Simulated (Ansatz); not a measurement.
**Scan of the H6–B2–N1 angle**

BNH3F (SMILES NBF), closed shell, at its PBE0-D4/def2-TZVP minimum:

| atom | x (Å) | y (Å) | z (Å) |
| --- | --- | --- | --- |
| N1 | -0.4264 | 0.1011 | -0.5821 |
| B2 | 0.4157 | -0.1517 | 0.4938 |
| F3 | 0.4467 | 0.7104 | 1.5159 |
| H4 | -0.4878 | -0.5133 | -1.3734 |
| H5 | -1.0220 | 0.9107 | -0.6322 |
| H6 | 1.1157 | -1.1212 | 0.5318 |

The angle H6–B2–N1 (121.8° at the minimum) is set to the values below, H6, with anything bonded beyond it, turning rigidly in the plane of the angle. Each method's energies count from its own value at the PBE0-D4 minimum structure. Ansatz 0.2.0; basis: def2-TZVPP; cores frozen in the correlated methods. B3LYP uses VWN-RPA correlation.

CCSD(T) energies along the scan:
| angle (°) | CCSD(T) (eV) |
| --- | --- |
| 97.8 | 0.551 |
| 103.8 | 0.304 |
| 109.8 | 0.133 |
| 115.8 | 0.032 |
| 121.8 | 0.000 |
| 127.8 | 0.036 |
| 133.8 | 0.140 |
| 139.8 | 0.317 |
| 145.8 | 0.569 |
They count from the CCSD(T) energy at the PBE0-D4 minimum.

Minimum and curvature along this coordinate at CCSD(T): A fifth-order fit through the nearest points gives 121.7°, with a curvature of about 1.9 meV/deg².

Largest difference from the CCSD(T) curve over the scan: PBE-D4 0.041; PBE0-D4 0.025; B3LYP-D4 0.020; HF 0.088 eV. Each curve counts from its own value at the minimum.

The T1 diagnostic stays at or below 0.013.

For scale, one of the runs: CCSD(T)/def2-TZVPP, 135 basis functions (an equivalent command: `ansatz run in.yaml --threads 2`). The run took 22 s on 2 CPU threads (shared host), with 0.77 GiB of host memory at its peak.
